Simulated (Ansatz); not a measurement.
Species, as SMILES: [NH2] (NH2), doublet.
Atoms: N1, H2, H3. Bonds: N1-H2, N1-H3.

Basis-set convergence of the optimised N1-H2 bond length at PBE with Ansatz (a first-principles code). All functions are spherical. The program fits the integrals of some runs and decomposes those of others, by size. Core-valence sets carry the plain set on hydrogen. Open shells are unrestricted. No added dispersion term, no relativity. Reference: the value in pcseg-4, 1.0361 Å, itself unsure by roughly 0.0001 Å (its mean distance from aug-pcseg-3, aug-cc-pVQZ, cc-pV5Z). Deviations are taken from unrounded values.

| basis | functions | optimised N1-H2 bond length (Å) | minus reference (Å) |
|---|---|---|---|
| 3-21G | 13 | 1.0691 | 0.0330 |
| def2-SV(P) | 18 | 1.0497 | 0.0136 |
| 6-311++G(2d,2p) | 47 | 1.0367 | 0.0006 |
| cc-pVTZ | 58 | 1.0379 | 0.0018 |
| def2-TZVPP | 59 | 1.0373 | 0.0012 |
| cc-pCVTZ | 71 | 1.0380 | 0.0019 |
| aug-cc-pVTZ | 92 | 1.0369 | 0.0008 |
| aug-pcseg-3 | 183 | 1.0361 | 0.0000 |
| cc-pV5Z | 201 | 1.0362 | 0.0001 |

The smallest set listed that lies within 0.01 Å of the reference with all its larger relatives (same family, alike in diffuse functions; a set with none counts only in the reference's own line) is 6-311++G(2d,2p) (47 functions, 0.0006 Å off). Inside, with no larger relative to test it: cc-pCVTZ, aug-pcseg-3. (Relatives not listed, tested too: 6-311++G(3df,3pd) 0.0007, cc-pVQZ 0.0005, def2-QZVP 0.0001, def2-QZVPP 0.0001, aug-cc-pVQZ 0.0002 Å.)
